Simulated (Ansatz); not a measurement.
Relaxation of C$_{4}$H$_{9}$ClO (15 atoms, charge 0, multiplicity 1), to a largest force component of 0.02 eV/Å in at most 40 steps.

The calculation used RKS CAM-B3LYP-D4/STO-3G (Ansatz).

```xyz
15
Properties=species:S:1:pos:R:3
C 0.018 -1.088 1.268
C 0.789 -0.411 0.143
O 0.731 -1.253 -1.014
C 0.381 0.999 -0.255
C -1.076 0.988 -0.904
Cl -1.560 2.680 -1.292
H 0.441 -1.996 1.560
H -1.010 -1.255 0.917
H -0.076 -0.378 2.178
H 1.838 -0.330 0.496
H 1.156 -2.104 -0.728
H 1.037 1.415 -0.958
H 0.275 1.668 0.615
H -1.127 0.427 -1.795
H -1.839 0.586 -0.202
```

Task: Where does it end, and by what steps?

Result: The run converged. Limits of this set-up: minimal basis. After 7 steps the energy has fallen by 0.529 eV; Cl6 moved furthest, 0.19 Å.

| step | energy less start (eV) | largest force component (eV/Å) | accepted |
| --- | --- | --- | --- |
| 0 | 0.0000 | 4.255 | yes |
| 1 | -0.4928 | 0.741 | yes |
| 2 | -0.5236 | 0.150 | yes |
| 3 | -0.5269 | 0.064 | yes |
| 4 | -0.5279 | 0.027 | yes |
| 5 | -0.5287 | 0.056 | yes |
| 6 | -0.5290 | 0.034 | yes |
| 7 | -0.5291 | 0.009 | yes |

```xyz
15
Properties=species:S:1:pos:R:3
C -0.015 -1.065 1.291
C 0.819 -0.416 0.141
O 0.743 -1.182 -1.102
C 0.324 1.024 -0.213
C -1.073 0.977 -0.876
Cl -1.571 2.639 -1.472
H 0.404 -2.045 1.555
H -1.058 -1.207 0.983
H 0.008 -0.427 2.182
H 1.872 -0.327 0.493
H 1.105 -2.092 -0.811
H 1.035 1.479 -0.917
H 0.293 1.642 0.695
H -1.057 0.302 -1.748
H -1.852 0.648 -0.171
```

Whether the end is a true minimum wasn't checked by a vibrational analysis.

Run time: 66 s on 1 CPU thread of a shared host.
